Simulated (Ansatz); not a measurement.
# HPSi: the cost of one run

Method: the levels named in each step, in Ansatz 0.2.0.

## (1) The system as given

Bond lengths: Si1–P2 2.113 Å, P2–H3 1.400 Å. Angles: Si1–P2–H3 90.2°.

Structure file:

```xyz
3

Si    1.0276   -0.4586    0.0003
P    -0.8834    0.4425   -0.0005
H    -1.4851   -0.8215    0.0094
```

## (2) A rough first relaxation, PBE-D4/def2-SVP

The input, input.yaml:

```yaml
crystal:
  periodic: [false, false, false]
  atoms:
    - { symbol: Si, position_ang: [1.0276, -0.45856, 0.00026] }
    - { symbol: P, position_ang: [-0.88345, 0.44253, -0.00054] }
    - { symbol: H, position_ang: [-1.48507, -0.82148, 0.00942] }
basis:
  gaussian: { orbitals: def2-SVP }
hamiltonian:
  xc: pbe
  dispersion: d4
relax:
  f_tol: 0.03
  max_steps: 200
```

Launch:

```sh
ansatz run input.yaml --threads 1 --pin off --max-ram 2560MiB --backend cpu --events-out ev --progress --plain --runs-dir out
```

What time and memory should one allow on 1 thread of Intel Xeon at 2.50GHz (Skylake/Cascade Lake), shared host?

About 9.9 s, with a peak of 0.11 GiB.
